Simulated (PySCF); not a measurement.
Compound: C3H4ClNO.
Numbering: `[CH2:1]=[C:2]([Cl:3])[C:4]([NH2:5])=[O:6]` (hydrogens: H7, H8 on C1; H9, H10 on N5)

Cartesian coordinates in Å at the PBE0-D3(BJ)/def2-SVP level; atoms count from 1:
```xyz
10
C3H4ClNO angstrom
C      1.6737   -1.3001    0.5419
C      0.4001   -1.2154    0.9216
Cl    -0.2083   -2.1341    2.2730
C     -0.5586   -0.3113    0.1815
N     -1.8308   -0.3029    0.6338
O     -0.1666    0.3502   -0.7578
H      2.3879   -1.9437    1.0562
H      1.9862   -0.6967   -0.3129
H     -2.4966    0.2900    0.1581
H     -2.1191   -0.8686    1.4193
```

Computed with TDDFT B3LYP/def2-SVPD, vertical, gas phase, core orbitals frozen in the response (PySCF 2.14.0, density-fitted response routines).

```
state  E (eV)  ν̃ (cm⁻¹)       f  symmetry  main configurations (H = HOMO, L = LUMO)
   S1    4.51      36340  0.0000         –                    H→L (59%), H-1→L (39%)
   S2    5.48      44210   0.025        A′       H-1→L (50%), H→L (33%), H-2→L (14%)
   S3    5.91      47710   0.202        A′                               H-2→L (81%)
   S4    6.50      52440  0.0003         –                H-1→L+1 (48%), H→L+1 (34%)
   S5    6.58      53100  0.0003         –                               H-3→L (97%)
   S6    6.84      55190   0.033        A′                H→L+1 (53%), H-1→L+1 (37%)
   S7    7.01      56560  0.0006         –                H→L+2 (42%), H-1→L+2 (38%)
   S8    7.05      56870   0.021        A′                H-1→L+2 (48%), H→L+2 (47%)
   S9    7.28      58690  0.0030        A″                             H-2→L+1 (90%)
  S10    7.42      59850  0.0033        A″                             H-2→L+2 (85%)
```

Triplets, Tamm–Dancoff:

| state | E (eV) | λ (nm) | main configurations (H = HOMO, L = LUMO) |
| --- | --- | --- | --- |
| T1 | 3.62 | 342.2 | H-1→L (53%), H→L (37%) |
| T2 | 4.19 | 295.9 | H→L (57%), H-1→L (40%) |
| T3 | 4.61 | 269.0 | H-2→L (88%) |
| T4 | 6.05 | 204.8 | H-1→L+1 (43%), H→L+1 (30%), H-1→L+2 (9%) |

The lowest singlet lies at 4.51 eV (275 nm, ultraviolet) and is dark (f under 0.0005); its leading configuration is HOMO→LUMO (59%). The most intense listed level is S3 at 5.91 eV (210 nm, f = 0.202), 1.41 eV above S1. Löwdin shares by element: HOMO (one of a set within 0.03 eV) oxygen 47%, carbon 23% or more, chlorine 16%; LUMO carbon 66%, oxygen 10% (atoms not listed hold the other 23%). Of the 10 states listed, 4 reach f = 0.01 and 3 stay under 0.0005. Weighted by f, the mean energy of these states is 6.10 eV. The oscillator strengths of these states sum to 0.288; summed over the whole spectrum of an exact calculation they would give the number of electrons, 54 (Thomas–Reiche–Kuhn). The vertical ionisation energy (ΔSCF) is 9.81 eV, 2.39 eV above S10. Symmetry labels in Cs follow from the direction of the transition dipole and are given only for states with f of 0.002 or more. Only the lowest 10 singlets were computed, as vertical energies without vibronic structure.

One conformer stands for the species.
